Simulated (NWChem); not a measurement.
**Lowest excitation of ethylene (C₂H₄)**

```xyz
6

C      0.0000     0.0000     0.6703
C      0.0000     0.0000    -0.6703
H      0.9374     0.0000     1.2507
H     -0.9374     0.0000     1.2507
H     -0.9374     0.0000    -1.2507
H      0.9374     0.0000    -1.2507
```
Charge 0, spin multiplicity 1.

The numbers come from NWChem runs, not from measurements. Structure: optimised with PBE/def2-SVP, a minimum by its harmonic frequencies.

Basis set: def2-SVPD. The methods don't all put a state of the same symmetry lowest.

| method | lowest vertical singlet excitation energy (eV) | relative cost | difference from EOM-CCSD |
|---|---|---|---|
| TD-LDA (SVWN5) | 7.40 | 1 | -0.57 |
| CIS | 7.87 | under 3 | -0.11 |
| TD-PBE | 7.30 | under 3 | -0.68 |
| TD-B3LYP | 7.37 | 4 | -0.60 |
| EOM-CCSD | 7.98 | 20 | 0.00 |

The values span 0.68 eV, from TD-PBE (lowest) to EOM-CCSD (highest). The cost column gives rough processor time relative to TD-LDA (SVWN5); each entry includes its own SCF.

The correlated methods keep 2 core orbitals frozen. B3LYP has NWChem's definition, with VWN1-RPA local correlation. No row is a measurement; the coupled-cluster row has its own basis-set and correlation limits.
